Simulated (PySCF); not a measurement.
# F5MoO ([MoOF5]2-): the cost of one run

Programs: PySCF 2.14.0. Each step states its level of theory. These are calculated values for one molecule in the gas phase, unless marked as measured. Atoms are numbered from 0 throughout.

## (1) Starting geometry

7 atoms, charge -2, multiplicity 2; geometry from: GFN2-xTB. The atoms were then displaced at random by about 0.01 Å, so the start is not that level's minimum.

Bonds of the start (Å): O0–Mo1 1.65, Mo1–F2 2.04, Mo1–F3 1.88, Mo1–F4 2.05, Mo1–F5 2.06, Mo1–F6 2.05.

## (2) Relaxing the molecule at PBE0-D3(BJ)/def2-SVP

What the job is given:

```
{"job": {"xc": "PBE0", "basis": "def2-SVP", "d3": "d3bj", "grid": 1, "maxiter": 30, "shake": 0.01, "kind": "geom"}, "charge": -2, "multiplicity": 2}
O     -0.645560    -1.672750     0.341550
Mo    -0.067290    -0.157180     0.025740
F      1.892410    -0.717270    -0.105770
F      0.657530     1.541460    -0.328730
F     -1.860950     0.839490     0.055540
F      0.242130     0.399730     1.983060
F     -0.184310    -0.262590    -2.021300
```

Run with:

```console
$ OMP_NUM_THREADS=1 python heavy_run.py task.json out
```

One launch serves the whole session: the jobs run in the order shown.

**Question.** How long does this job take on 1 thread of Arm Neoverse V1, shared host, and how much memory does it need?

About 94 s, with a peak of 0.48 GiB.
